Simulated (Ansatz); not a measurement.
C4H6O can be A, `C=C=COC`, or B, `CC#COC`.

Gas-phase electronic energies from Ansatz, PBE0-D4/def2-TZVP geometries. CCSD(T)/CBS adds triple-zeta CCSD(T) − MP2 to the extrapolated MP2 energy (def2 sets, frozen cores). DFT in def2-TZVPP. B3LYP here is the variant with VWN-RPA as its local correlation; programs differ in this. One conformer a species, not always the lowest.

A:

```xyz
11

C     0.4824    1.9870    0.2770
C     0.7606    0.7203    0.1688
C     1.0946   -0.5405    0.0679
O     0.2670   -1.5903   -0.1451
C    -1.0975   -1.2584   -0.2679
H     0.4673    2.6444   -0.5892
H     0.2540    2.4415    1.2381
H     2.1289   -0.8558    0.1539
H    -1.6317   -2.1922   -0.4343
H    -1.2599   -0.5804   -1.1127
H    -1.4657   -0.7755    0.6436
```

B:

```xyz
11

C    -1.8704   -0.2199   -1.4850
C    -0.9336    0.0875   -0.4177
C    -0.1731    0.3502    0.4734
O     0.6239    0.6535    1.4527
C     1.9390    0.1076    1.3357
H    -1.6935    0.3993   -2.3683
H    -2.8989   -0.0468   -1.1577
H    -1.7946   -1.2672   -1.7886
H     1.8937   -0.9836    1.3113
H     2.4855    0.4413    2.2156
H     2.4219    0.4782    0.4286
```

Question: Which isomer does CCSD(T)/CBS put lower? Give the gap. (An estimate is asked.)

Answer: Ansatz gave: A, by 24.2 kJ/mol.

Question: Give E(B) − E(A) in kJ/mol with B3LYP-D4, r2SCAN-D4, B3LYP, PBE0-D4, B2PLYP, CCSD(T)/def2-TZVPP, ωB97M-V. (An estimate is asked.)

Answer: Computed: B3LYP-D4 30.6, r2SCAN-D4 34.3, B3LYP 27.0, PBE0-D4 27.2, B2PLYP 21.0, CCSD(T)/def2-TZVPP 24.8, ωB97M-V 25.8. None reverses the order clearly.

Largest T1 diagnostic: 0.013.

From PBE to PBE0 (25 % exact exchange), in def2-TZVPP and without D4, E(B) − E(A) moves by −6.7 kJ/mol. The D4 term adds +3.6 kJ/mol with B3LYP and +1.9 kJ/mol with PBE0; it sums over pairs of atoms, weighted by their polarisabilities, and B3LYP, whose exchange is more repulsive, gets the larger term.
